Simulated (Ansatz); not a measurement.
# Where CCSD(T) holds and where it slips

Each species is computed at the geometry given (Å), with frozen cores, in Ansatz 0.2.0: RHF-CCSD(T) for singlets, UHF-CCSD(T) otherwise, and full CI in the same basis. The program picks the determinant by trial CCSD, so it needn't be the lowest Hartree–Fock solution. States: InH2⁻ singlet A', HAl–AlH singlet Ag, HNSi triplet A'. Cases whose determinant has another symmetry than full CI's state, or whose (Q) step broke down, weren't drawn. No spin–orbit coupling is included; scalar relativity enters only through core potentials past Kr.

Judging by size, spin and bonding and the diagnostics given, rank them by the size of CCSD(T)'s error in total energy against full CI in the same basis, smallest first (an estimate).
A. HAl–AlH, singlet, 6-31G: Al 0.000 -0.154 1.308; Al 0.000 0.154 -1.308; H 0.000 1.144 2.283; H 0.000 -1.144 -2.283. T1 0.030, (T) -70 meV in a correlation energy of -2.77 eV
B. InH$_{2}$⁻, singlet, def2-SVPD: In 0.000 -0.036 -0.014; H 0.000 1.266 -1.379; H 0.000 2.843 3.004. T1 0.059, (T) -68 meV in a correlation energy of -2.94 eV
C. HNSi, triplet, 6-31G: Si 0.000 0.033 0.606; N 0.000 -0.114 -1.089; H 0.000 0.663 -1.750. T1 0.062, (T) -132 meV in a correlation energy of -4.01 eV

B (25.1 meV), A (36.1 meV), C (99.7 meV).

```tsv
species	basis	correlated electrons	CCSD(T) − full CI (meV)	CCSDT(Q) − full CI (meV)	unpaired electrons (full CI)	T1	⟨S²⟩ of the determinant
InH2⁻, singlet	def2-SVPD	6	25.1	-0.2	0.23	0.059	0.00
HAl–AlH, singlet	6-31G	8	36.1	1.8	0.28	0.030	0.00
HNSi, triplet	6-31G	10	99.7	-2.6	2.23	0.062	2.01
```

Unpaired electrons are Σ n²(2−n)² over natural occupations; an open shell counts its own unpaired electrons too. Frozen cores follow each run's orbitals, which moves totals by a few meV.
